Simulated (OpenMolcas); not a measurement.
# doublet BH2Cl+: levels of theory compared

We compute a comparison of 6 runs (UHF/def2-TZVP, UB3LYP/6-31G*, UBLYP/def2-TZVP, UM06-2X/def2-TZVP, UPBE0/def2-TZVP) of doublet BH2Cl+. 

The results are computed with OpenMolcas 26.06.

### 1 The structure to begin with

BH2Cl+ has 4 atoms, charge +1, and is taken as a doublet. As SMILES of the parent species, `BCl`. Geometry: relaxed at PBE0-D4/def2-TZVP. That shape belongs to the parent species and isn't relaxed for this state.

Bond lengths: B1–Cl2 1.733 Å, B1–H3 1.190 Å, B1–H4 1.190 Å. Angles: Cl2–B1–H3 118.1°, Cl2–B1–H4 118.1°, H3–B1–H4 123.7°.

### 2 The energy at UHF/def2-TZVP (run 1)

job.input

```
>>> EXPORT MOLCAS_PRINT=2
&GATEWAY
BasLib=$CurrDir
Coord
4
angstrom
B       -0.116700       0.021700      -0.075300
Cl       1.365000      -0.395300       0.721200
H       -1.106200      -0.559500       0.240400
H       -0.086600       0.872800      -0.906600
Basis=def2-TZVP
Group=NoSym
&SEWARD
&SCF
UHF
Charge=1
Spin=2
Thresholds=1e-10 1e-07 1e-07 1e-05
PrOrbitals=1 1
```

The basis set def2-TZVP is read from a file made from the Basis Set Exchange's data (not shown).

Command:

```
$ export MOLCAS_MEM=1860
$ pymolcas job.input > job.log
```

Output:

```text
--- Start Module: gateway ---
[...]
--- Stop Module: gateway /rc=_RC_ALL_IS_WELL_ ---
--- Start Module: seward ---
[...]
      Basis functions           80
--- Stop Module: seward /rc=_RC_ALL_IS_WELL_ ---
[...]
--- Start Module: scf ---
[...]
       Convergence after  22 Iterations
[...]
::    Total SCF energy                               -484.9968485272
[...]
      Total spin, S                                     0.5075875135
[...]
      Total electronic charge=   23.000000
      Total            charge=    1.000000
[...]
      Dipole Moment (debye):
      Origin of the operator (angstrom)=    0.9427   -0.2765    0.4942
                   X= -1.1785E+00               Y=  3.3167E-01               Z= -6.3353E-01           Total=  1.3785E+00
      Center of Charge (angstrom)
[...]
--- Stop Module: scf /rc=_RC_ALL_IS_WELL_ ---
[...]
```

Wall time 11 s (1 thread of AMD EPYC 7R43 (Zen 3), shared host); peak memory 0.44 GiB.

### 3 A single-point energy at UB3LYP/6-31G(d) (spherical functions) (run 2)

geom.xyz

```xyz
4

B     -0.116700     0.021700    -0.075300
Cl     1.365000    -0.395300     0.721200
H     -1.106200    -0.559500     0.240400
H     -0.086600     0.872800    -0.906600
```

mol.input

```
&GATEWAY
BasLib=$CurrDir
Coord=geom.xyz
Basis=6-31Gs
Group=NoSym
&SEWARD
GridInput
Grid=UltraFine
End of Grid
&SCF
UHF
Charge=1
Spin=2
KSDFT=B3LYP
Thresholds=1e-10 1e-07 1e-07 1e-05
PrOrbitals=1 2
```

The basis set 6-31G* is read from a file made from the Basis Set Exchange's data (not shown).

Command:

```
$ export MOLCAS_MEM=1860
$ pymolcas mol.input > mol.log
```

Output:

```text
--- Start Module: gateway ---
[...]
--- Stop Module: gateway /rc=_RC_ALL_IS_WELL_ ---
--- Start Module: seward ---
[...]
      Basis functions           36
--- Stop Module: seward /rc=_RC_ALL_IS_WELL_ ---
[...]
--- Start Module: scf ---
[...]
       Convergence after  17 Iterations
[...]
::    Total KS-DFT energy                            -485.8498040101
[...]
      Total spin, S                                     0.5020149041
[...]
      Total electronic charge=   23.000000
      Total            charge=    1.000000
[...]
      Dipole Moment (debye):
      Origin of the operator (angstrom)=    0.9427   -0.2765    0.4942
                   X= -2.3543E+00               Y=  6.6241E-01               Z= -1.2654E+00           Total=  2.7536E+00
      Center of Charge (angstrom)
[...]
--- Stop Module: scf /rc=_RC_ALL_IS_WELL_ ---
[...]
```

Run time: 13 s. Hardware: 1 thread of AMD EPYC 7R43 (Zen 3), shared host; peak memory 0.37 GiB.

Runs 3 to 5 aren't shown in full; the table further down has their settings and results.

### 4 The energy at UPBE0/def2-TZVP (run 6)

calc.input

```
&GATEWAY
  BASLIB
  $CurrDir
  COORD
  4
  angstrom
  B       -0.116700       0.021700      -0.075300
  Cl       1.365000      -0.395300       0.721200
  H       -1.106200      -0.559500       0.240400
  H       -0.086600       0.872800      -0.906600
  BASIS
  def2-TZVP
  GROUP
  NoSym

&SEWARD
  GRIDINPUT
  Grid=UltraFine
  End of Grid

&SCF
  UHF
  CHARGE
  1
  SPIN
  2
  KSDFT
  PBE0
  THRESHOLDS
  1e-10 1e-07 1e-07 1e-05
  PRORBITALS
  1
```

The basis set def2-TZVP is read from a file made from the Basis Set Exchange's data (not shown).

Command:

```
$ export MOLCAS_MEM=1860
$ pymolcas calc.input > calc.log
```

Output:

```text
--- Start Module: gateway ---
[...]
--- Stop Module: gateway /rc=_RC_ALL_IS_WELL_ ---
--- Start Module: seward ---
[...]
      Basis functions           80
--- Stop Module: seward /rc=_RC_ALL_IS_WELL_ ---
[...]
--- Start Module: scf ---
[...]
       Convergence after  20 Iterations
[...]
::    Total KS-DFT energy                            -485.6794897334
[...]
      Total spin, S                                     0.5029577756
[...]
      Total electronic charge=   23.000000
      Total            charge=    1.000000
[...]
      Dipole Moment (debye):
      Origin of the operator (angstrom)=    0.9427   -0.2765    0.4942
                   X= -2.2454E+00               Y=  6.3178E-01               Z= -1.2069E+00           Total=  2.6263E+00
      Center of Charge (angstrom)
[...]
--- Stop Module: scf /rc=_RC_ALL_IS_WELL_ ---
[...]
```

Wall time 35 s (1 thread of AMD EPYC 7R43 (Zen 3), shared host); peak memory 0.44 GiB.

### 5 All runs side by side

| run | level | integration grid | Cartesian functions | energy (Eh) | HOMO energy (eV) | LUMO energy (eV) | ⟨S²⟩ | wall time |
| --- | --- | --- | --- | --- | --- | --- | --- | --- |
| 1 | UHF/def2-TZVP | – | no | -484.996849 | -20.95 | -9.41 | 0.765 | 11 s |
| 2 | UB3LYP/6-31G* (spherical functions) | UltraFine | no | -485.849804 | -17.36 | -14.32 | 0.754 | 13 s |
| 3 | UB3LYP/6-31G* (Cartesian functions) | UltraFine | yes | -485.853696 | -17.36 | -14.32 | 0.754 | 13 s |
| 4 | UBLYP/def2-TZVP | UltraFine | no | -485.865367 | -15.92 | -14.75 | 0.753 | 36 s |
| 5 | UM06-2X/def2-TZVP | UltraFine | no | -485.835598 | -18.82 | -13.16 | 0.756 | 42 s |
| 6 | UPBE0/def2-TZVP | UltraFine | no | -485.679490 | -17.58 | -13.97 | 0.756 | 35 s |

### 6 Results

| quantity | value |
| --- | --- |
| run 6: total energy | -485.67949 Eh |
| run 6: HOMO energy (highest over α and β) | -17.58 eV |
| run 6: LUMO energy (lowest over α and β) | -13.97 eV |
| run 6: ⟨S²⟩ | 0.756 |

In words: Totals of different functionals can't be ranked against each other. All runs together took 2.5 min, the longest 42 s.
